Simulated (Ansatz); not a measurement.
The input, for Ansatz 0.2.0:

```yaml
crystal:
  periodic: [false, false, false]
  atoms:
    - {symbol: N, position_ang: [0.000000, 0.000000, 0.000000]}
    - {symbol: H, position_ang: [1.765412, 0.023714, -0.000121]}
    - {symbol: H, position_ang: [-0.903243, 1.517027, -0.004762]}
    - {symbol: H, position_ang: [-0.862169, -1.540741, 0.004882]}
basis:
  gaussian: {orbitals: aug-cc-pVDZ}
total_charge: 1
magnetization: {spin_polarized: false, initial_magnetization: 1}
correlation: {active_space: {window: {electrons: 3, orbitals: 3}, states: [{multiplicity: 3, weights: [1, 1, 1, 1, 1, 1, 1, 1, 1, 1, 1, 1, 1, 1, 1, 1, 1, 1, 1, 1, 1, 1, 1, 1, 1, 1, 1, 1, 1, 1]}]}}
```

```sh
$ ansatz run in.yaml --threads 1 --pin off --events-out ev --progress --plain --max-ram 2393MiB
```

One thing in this input was set wrong on purpose, beside settings that are merely unusual. What is the gravest fault, and what does the program do?

Impossible set of states or weights. How the run ends: stopped by an error.
```
869 factors; integrals over basis functions are off by at most 2.4e-7 eV
mean field evaluation 1: about -1502.0323 eV, gradient 5.0e1 eV
mean field evaluation 2: about -1502.0322 eV, gradient 5.0e1 eV
mean field evaluation 4: about -1508.6072 eV, gradient 1.4e1 eV
mean field evaluation 8: about -1509.3538 eV, gradient 4.2e-1 eV
mean field evaluation 16: about -1506.4858 eV, gradient 7.9e-2 eV
mean field evaluation 32: about -1506.7017 eV, gradient 3.3e-1 eV
mean field -1509.35565594 eV, -55.4677972778 hartree, gradient 2.2e-6 eV, S^2 0.750000; 4 other end points of the search recorded, 0 dependent functions left out
reference -1509.35565594 eV, -55.4677972778 hartree; 5, 4 occupied and 45, 46 virtual orbitals, 869 factors
Error: 3 electrons in 3 orbitals have no state of multiplicity 3
```
